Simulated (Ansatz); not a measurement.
# C3H7NO2: one species, many methods

An exercise on one series of results from a longer session: the logs are not shown, and one member is left open.

Method: functionals in def2-TZVPP, the program's frozen cores in correlated methods; program: Ansatz 0.2.0, Gaussian basis.

Plan: PBE-D4, r2SCAN-D4, PBE0-D4, B3LYP-D4, ωB97X-V, ωB97M-V, B2PLYP; CCSD(T)/def2-TZVPP; MP2/def2-QZVPP; extrapolation to the limit.

### Structure used throughout

All runs share one geometry, relaxed beforehand with PBE0-D4 in a triple-zeta def2 set.

SMILES `COCC(=N)O`, 13 atoms, charge 0, spin multiplicity 1.

Atoms are counted from 1 here; the program's logs count them from 0.

Bond lengths: C1–O2 1.409 Å, C1–H7 1.090 Å, C1–H8 1.097 Å, C1–H9 1.097 Å, O2–C3 1.394 Å, C3–C4 1.509 Å, C3–H10 1.098 Å, C3–H11 1.094 Å, C4–N5 1.259 Å, C4–O6 1.343 Å, N5–H12 1.017 Å, O6–H13 0.967 Å. Angles: O2–C1–H7 107.2°, O2–C1–H8 110.9°, O2–C1–H9 111.9°, H7–C1–H8 109.0°, H7–C1–H9 109.0°, H8–C1–H9 108.8°, C1–O2–C3 113.0°, O2–C3–C4 112.7°, O2–C3–H10 112.0°, O2–C3–H11 107.8°, C4–C3–H10 108.8°, C4–C3–H11 108.1°, H10–C3–H11 107.2°, C3–C4–N5 127.6°, C3–C4–O6 111.0°, N5–C4–O6 121.3°, C4–N5–H12 109.8°, C4–O6–H13 106.4°.

Set-up of the first run:

Input file in.yaml:

```yaml
crystal:
  periodic: [false, false, false]
  atoms:
    - {symbol: C, position_ang: [-0.669756, -0.017275, -1.713622]}
    - {symbol: O, position_ang: [0.353222, -0.717003, -1.043590]}
    - {symbol: C, position_ang: [0.952368, 0.030120, -0.030139]}
    - {symbol: C, position_ang: [0.170096, -0.006642, 1.259971]}
    - {symbol: N, position_ang: [-0.789108, -0.766224, 1.555755]}
    - {symbol: O, position_ang: [0.641130, 0.896751, 2.134772]}
    - {symbol: H, position_ang: [-1.080561, -0.690511, -2.465416]}
    - {symbol: H, position_ang: [-0.271792, 0.875384, -2.212831]}
    - {symbol: H, position_ang: [-1.471601, 0.288540, -1.031094]}
    - {symbol: H, position_ang: [1.101554, 1.077788, -0.324775]}
    - {symbol: H, position_ang: [1.941467, -0.397243, 0.160582]}
    - {symbol: H, position_ang: [-0.983660, -1.393215, 0.778813]}
    - {symbol: H, position_ang: [0.127142, 0.784728, 2.946274]}
basis:
  gaussian: {orbitals: def2-TZVPP}
hamiltonian: {xc: pbe, dispersion: d4}
output: {forces: true, orbitals: {seedname: orbitals}}
```

On the command line:

```sh
ansatz run in.yaml --threads 4 --pin off --events-out ev --progress --plain --max-ram 10444MiB
```

Among the steps run: PBE-D4 (GGA); r2SCAN-D4 (meta-GGA); PBE0-D4 (hybrid); B3LYP-D4 (hybrid); ωB97X-V (range-separated); ωB97M-V (range-separated); B2PLYP (double hybrid); CCSD(T) in def2-TZVPP; MP2 in def2-QZVPP.

One of the session's tables, all rows but one given; the rest of the session is left out.

| method | atomisation energy (eV) |
| --- | --- |
| PBE-D4 | 55.544 |
| r2SCAN-D4 | 53.838 |
| PBE0-D4 | 54.019 |
| B3LYP-D4 | 53.802 |
| ωB97X-V | 53.879 |
| ωB97M-V | 53.963 |
| B2PLYP | 53.214 |
| HF/def2-TZVPP | 37.002 |
| MP2/def2-TZVPP | 53.362 |
| CCSD/def2-TZVPP | ? |
| CCSD(T)/def2-TZVPP | 52.195 |
| MP2/CBS | 54.859 |
| CCSD(T)/CBS | 53.693 |

Q: Estimate the row for CCSD/def2-TZVPP from the others.

**Answer.** atomisation energy (eV): 51.223. In the column «atomisation energy (eV)» it lies between HF/def2-TZVPP (37.002) and CCSD(T)/def2-TZVPP (52.195).

Limits of these values: Free atoms (3 C, 2 O, 1 N, 7 H) were run apart at each level; the atomisation energy is their sum less the molecule, without zero-point or spin-orbit terms.
